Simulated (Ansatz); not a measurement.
This script makes vertical spin-state energies of H4N (charge +1), SMILES [NH4+] with Ansatz's Python interface.

`run_spin.py`:
```python
# -*- coding: utf-8 -*-
'''Gap between spin states of H4N(+) at one geometry.'''

import ansatz as az


def main():
    molecule = (
        az.Crystal.molecule()
        .atom('N', (8e-05, 5e-05, -1e-05))
        .atom('H', (0.45587, -0.45072, 0.80565))
        .atom('H', (-0.9779, 0.21754, 0.23655))
        .atom('H', (0.02408, -0.63735, -0.80822))
        .atom('H', (0.49788, 0.87048, -0.23397))
    )

    calculation = molecule.calculation().basis(gaussian='def2-SVP').functional('PBE0').charge(1)
    found = {}
    for unpaired in [0, 2]:
        report = calculation.spin('collinear', total=unpaired).run(threads=1).report
        s = unpaired / 2
        found[unpaired] = report['free_energy_ev']
        print(f'2S+1 = {unpaired + 1}: E = {found[unpaired]:.5f} eV, <S^2> = {abs(report["mean_field"]["state"]["spin_squared"]):.3f} (pure state {s * (s + 1):.2f})')
    lowest = min(found, key=found.get)
    for unpaired, e in found.items():
        print(f'multiplicity {unpaired + 1}: {96.485332 * (e - found[lowest]):.1f} kJ/mol above the lowest')


if __name__ == '__main__':
    main()
```

Which spin state is lowest at this geometry, and how far above lie the others?

In order: multiplicity 1 (+0.00 eV) and multiplicity 3 (+14.54 eV), all at the one geometry.

What the script printed:

```console
$ python run_spin.py
2S+1 = 1: E = -1545.29763 eV, <S^2> = 0.000 (pure state 0.00)
2S+1 = 3: E = -1530.76211 eV, <S^2> = 2.002 (pure state 2.00)
multiplicity 1: 0.0 kJ/mol above the lowest
multiplicity 3: 1402.5 kJ/mol above the lowest
```

Caveats:
- Total energies depend on the basis set; only differences at equal settings carry meaning.
- The geometry is a force-field or estimated start, not a minimum of this method, and the basis set is short of its limit. All parts are taken at fixed geometry, without zero-point energy.
- Wall time of the script: 1.1 s on 1 thread of Intel(R) Xeon(R) Processor @ 2.30GHz, with other jobs on the host, peak memory 0.18 GiB.
